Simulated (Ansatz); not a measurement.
# Mg2TiSb2: from a trial structure to a relaxed crystal

Method: Ansatz 0.2.0, DFT PBE, scalar-relativistic, plane waves, PAW. Cutoff 420 eV, Γ-centred k mesh, Gaussian smearing, no spin polarisation in the final step.

The start puts Mg2TiSb2 on the ThCr2Si2 structure type (I4/mmm, No. 139), with Ti in place of Th, Sb in place of Cr, Mg in place of Si, at a guessed volume.

```
Mg Ti Sb
1.0
    -2.15748    2.15748    5.66072
     2.15748   -2.15748    5.66072
     2.15748    2.15748   -5.66072
Mg Ti Sb
2 1 2
Direct
  0.62600 0.62600 0.00000
  0.37400 0.37400 0.00000
  0.00000 0.00000 0.00000
  0.25000 0.75000 0.50000
  0.75000 0.25000 0.50000
```

Steps on the 6×6×6 mesh (5 atoms). 11 of 13 steps are shown, and the free energy counts from the last. Trial steps that were taken back and renewals of the plane-wave basis can be among the rows.

| step | ΔF (meV/atom) | V (Å³/atom) | P (GPa) | largest force component (eV/Å) |
| --- | --- | --- | --- | --- |
| 1 | 432.1 | 21.08 | 19.94 | 3.985 |
| 2 | 75.2 | 23.25 | 6.71 | 0.441 |
| 3 | 26.1 | 24.74 | 2.63 | 0.002 |
| 4 | 8.5 | 26.05 | 0.00 | 0.010 |
| 5 | 6.8 | 26.20 | -0.36 | 0.009 |
| 6 | 5.0 | 26.00 | -0.11 | 0.015 |
| 8 | 4.2 | 25.89 | -0.02 | 0.000 |
| 9 | 1.0 | 25.89 | 0.24 | 0.001 |
| 10 | 0.3 | 26.02 | 0.05 | 0.051 |
| 12 | 0.0 | 25.97 | 0.09 | 0.009 |
| 13 | 0.0 | 25.97 | 0.09 | 0.009 |

Steps on the 12×12×12 mesh (5 atoms). 8 of 9 steps are shown, and the free energy counts from the last.

```
step  ΔF (meV/atom) V (Å³/atom) P (GPa) largest force component (eV/Å)
   1            6.4        25.97    -0.01                           0.011
   2            6.0        25.94     0.07                           0.018
   3            2.0        26.21    -0.39                           0.151
   4            1.8        25.89     0.45                           0.066
   5           12.5        25.65     1.14                           0.672
   6            0.8        26.19    -0.08                           0.011
   7            0.1        26.10     0.02                           0.030
   9            0.0        26.12    -0.02                           0.010
```

A final relaxation ran on a 12×12×12 mesh. The relaxed crystal, I4/mmm (No. 139):

```
Mg Ti Sb
1.0
    -2.13497    2.13497    7.16260
     2.13497   -2.13497    7.16260
     2.13497    2.13497   -7.16260
Mg Ti Sb
2 1 2
Direct
  0.59536 0.59536 0.00000
  0.40464 0.40464 0.00000
  0.00000 0.00000 0.00000
  0.25000 0.75000 0.50000
  0.75000 0.25000 0.50000
```

| Property | Result |
| --- | --- |
| Volume per atom | 26.12 Å³ |
| Density | 4.32 g/cm³ |
| Energy over the elements | 0.49 eV/atom |
| Gap on the 12×12×12 mesh | 0 eV (a metal) |

The zero of energy is the elements' standard structures at the same level; no fitted shifts are applied.

The final run used a 12×12×12 mesh on its 5-atom cell and 0.10 eV smearing. The k mesh leaves about 4 meV/atom of noise in metals. Spin–orbit coupling is left out.

A structure relaxed within its symmetry needn't be a true minimum.

Cost: 3 runs of about 9.1 core-minutes in all, on Arm Neoverse V1 (shared hosts).